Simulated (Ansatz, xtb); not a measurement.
# Relative energy of two structures of C2H3B+

Structure a is the doublet with the links of `[B+]=C[CH2]` and structure b is a doublet given by its coordinates. Both are isolated ions in the gas phase, relaxed with PBE0-D3(BJ)/def2-SVP; the shapes shown needn't be the lowest conformers.

a (Å):

```yaml
atoms:
  - { symbol: C, position_ang: [0.6201, -0.3657, -0.7418] }
  - { symbol: C, position_ang: [-0.5155, -0.9078, -0.2148] }
  - { symbol: B, position_ang: [0.5628, 1.0150, -1.2201] }
  - { symbol: H, position_ang: [1.5622, -0.9303, -0.8154] }
  - { symbol: H, position_ang: [-0.5155, -1.9410, 0.1555] }
  - { symbol: H, position_ang: [-1.4607, -0.3588, -0.1347] }
```

b (Å):

```yaml
atoms:
  - { symbol: C, position_ang: [-0.0916, -0.2312, -0.5435] }
  - { symbol: C, position_ang: [-0.5310, -0.8743, 0.4731] }
  - { symbol: B, position_ang: [0.9210, -0.3155, 0.6475] }
  - { symbol: H, position_ang: [-1.2186, -1.4553, 1.1041] }
  - { symbol: H, position_ang: [-0.0736, 0.2208, -1.5455] }
  - { symbol: H, position_ang: [1.9454, -0.1182, 1.2150] }
```

Close contacts (Å): C1–C2 1.28, C1–B3 1.57, C2–B3 1.57, C1–H5 1.10, C2–H4 1.10, B3–H6 1.19.

Problem. Estimate E(b) − E(a) at the level CCSD(T)/def2-TZVP.

Solution. Calculated at CCSD(T)/def2-TZVP: E(b) − E(a) = −19.2 kcal/mol, so structure b lies lower.

How the difference moves with the method:

```tsv
level	geometry	E(b) − E(a) (kcal/mol)	departure from the last row (kcal/mol)	job, with rough time for the two
GFN2-xTB	GFN2-xTB	−37.0	−17.8	optimisation, 0.22 s
HF/STO-3G	GFN2-xTB	−2.6	+16.7	single point, 0.36 s
r2SCAN-D4/def2-SVP	GFN2-xTB	−19.7	−0.5	single point, 4 s
PBE0-D3(BJ)/def2-SVP	PBE0-D3(BJ)/def2-SVP	−20.6	−1.4	optimisation, 37 s
HF/def2-TZVP	PBE0-D3(BJ)/def2-SVP	−8.4	+10.8	part of the CCSD(T) run
MP2/def2-TZVP	PBE0-D3(BJ)/def2-SVP	−23.3	−4.0	part of the CCSD(T) run
CCSD(T)/def2-TZVP	PBE0-D3(BJ)/def2-SVP	−19.2		single point, 43 s
```

None of the levels shown reverses the order. The largest departure from CCSD(T)/def2-TZVP is that of GFN2-xTB, 17.8 kcal/mol.

With harmonic frequencies from PBE0-D3(BJ)/def2-SVP (ideal gas, rigid rotor, one conformer each, 600 K, 1 atm): the zero-point term adds −2.4 kcal/mol; ΔH is −21.0 and ΔG −20.8 kcal/mol.

Open shells are spin-unrestricted, with notable spin contamination under HF/STO-3G, HF/def2-TZVP, MP2/def2-TZVP, CCSD(T)/def2-TZVP. The correlated steps freeze 3 core orbitals. Programs: Ansatz 0.2.0, xtb 6.7.1; the last row on 1 thread of AMD EPYC 7R43 64-Core Processor (Zen 3) on a shared host.
